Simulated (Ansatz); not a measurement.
A made-up structure of CH₆BO (charge +1), closed shell:

```
9
angstrom
B -0.3413 0.7075 -0.8801
O -0.5100 0.0568 0.1731
C 0.5411 -0.5618 0.5626
H -1.3399 1.1132 -0.9792
H 0.7672 0.7513 -1.5047
H -1.4026 -0.0094 0.7214
H 1.4652 -0.4070 -0.1332
H 0.1451 -1.6071 0.4941
H 0.6753 -0.0434 1.5461
```

It is relaxed with PBE-D4/def2-SVP and then PBE0-D4/def2-TZVP (Ansatz 0.2.0). Atoms count as bonded within 1.22 times the sum of their covalent radii (H–H: 0.88 Å). The end point is not checked to be a true minimum.

Task: Does its bonding change? (A judgement: the text doesn't fix the answer.)

Result: Computed: No: no bond forms or breaks.

Where it ends: The first stage lowers the energy by 3.31 eV in 7 steps. It ends as CH₆BO ([BH2][OH][CH3]), total charge +1:
```json
{"atom": "B1", "x (Å)": "-0.4804", "y (Å)": "0.8689", "z (Å)": "-1.0497"}
{"atom": "O2", "x (Å)": "-0.4940", "y (Å)": "0.0808", "z (Å)": "0.1290"}
{"atom": "C3", "x (Å)": "0.6364", "y (Å)": "-0.6962", "z (Å)": "0.7142"}
{"atom": "H4", "x (Å)": "-1.5137", "y (Å)": "1.3854", "z (Å)": "-1.2967"}
{"atom": "H5", "x (Å)": "0.5560", "y (Å)": "0.8967", "z (Å)": "-1.6138"}
{"atom": "H6", "x (Å)": "-1.3215", "y (Å)": "0.0210", "z (Å)": "0.6353"}
{"atom": "H7", "x (Å)": "1.4738", "y (Å)": "-0.5294", "z (Å)": "0.0440"}
{"atom": "H8", "x (Å)": "0.3262", "y (Å)": "-1.7375", "z (Å)": "0.7319"}
{"atom": "H9", "x (Å)": "0.8173", "y (Å)": "-0.2896", "z (Å)": "1.7057"}
```

Labels in which every atom is bracketed show which atoms are joined, not bond orders.

For scale, one of the runs: PBE0-D4/def2-TZVP relaxation, 129 basis functions, launched by `ansatz run in.yaml --threads 2 --pin off --events-out ev --progress --plain --max-ram 4352MiB`. Hardware: 2 CPU threads of an Arm Neoverse V2, shared host. Wall time about 11 s.
